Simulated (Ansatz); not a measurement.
**Scan of [Cl···H···N], quartet**

Starting geometry:

```yaml
atoms:
  - { symbol: Cl, position_ang: [0.0000, 0.0000, -1.3043] }
  - { symbol: H, position_ang: [0.0000, 0.0000, -0.0255] }
  - { symbol: N, position_ang: [0.0000, 0.0000, 1.3297] }
```

From there H2 is moved from one fragment to the other while all else, the fragments' distance too, stays fixed; atoms are numbered as listed. Energies are in kJ/mol, counted from the starting geometry at the same level.

Basis cc-pVDZ; Ansatz 0.2.0. Only valence electrons are correlated (noble-gas cores frozen). R marks a restricted (for open shells ROHF) determinant, U an unrestricted one. Active spaces: valence = (13e, 9o) chosen from the atoms' valence shells.

Runs in a small pair space aren't shown, since their orbitals change along the scan.

Full CI isn't at hand for all of this; RCCSDTQ serves as the reference, and is uncertain by about the last step of the cluster series. The frozen core follows each run's orbitals, which can shift R against U totals by a few meV.

```json
{"distance Cl1-H2 (Å)": "1.279", "RCCSDTQ": "0.0", "error RMP2": "0.0", "error UCCSD": "0.0", "error UCCSD(T)": "0.0", "error RCCSDT": "0.0", "error RCCSDT(Q)": "0.0", "error MRCISD+Q (valence space)": "0.0"}
{"distance Cl1-H2 (Å)": "1.324", "RCCSDTQ": "2.0", "error RMP2": "1.7", "error UCCSD": "0.8", "error UCCSD(T)": "0.2", "error RCCSDT": "0.1", "error RCCSDT(Q)": "0.0", "error MRCISD+Q (valence space)": "0.2"}
{"distance Cl1-H2 (Å)": "1.414", "RCCSDTQ": "14.9", "error RMP2": "5.5", "error UCCSD": "2.3", "error UCCSD(T)": "0.6", "error RCCSDT": "0.2", "error RCCSDT(Q)": "0.0", "error MRCISD+Q (valence space)": "0.6"}
{"distance Cl1-H2 (Å)": "1.504", "RCCSDTQ": "32.3", "error RMP2": "3.8", "error UCCSD": "3.1", "error UCCSD(T)": "0.9", "error RCCSDT": "0.3", "error RCCSDT(Q)": "0.0", "error MRCISD+Q (valence space)": "0.8"}
{"distance Cl1-H2 (Å)": "1.594", "RCCSDTQ": "54.2", "error RMP2": "2.4", "error UCCSD": "2.2", "error UCCSD(T)": "0.8", "error RCCSDT": "0.2", "error RCCSDT(Q)": "0.0", "error MRCISD+Q (valence space)": "0.9"}
```

Errors are those of relative energies. In total energy the starting point itself misses RCCSDTQ by: RMP2 98.6, UCCSD 13.4, UCCSD(T) 2.2, RCCSDT 1.0, RCCSDT(Q) 0.1, MRCISD+Q (valence space) 1.3 kJ/mol.

Spread of the error over the points with a reference, to 1.594 Å (largest less smallest): RCCSDT(Q) 0.0, RCCSDT 0.3, UCCSD(T) 0.9, MRCISD+Q (valence space) 0.9, UCCSD 3.1, RMP2 5.5 kJ/mol.
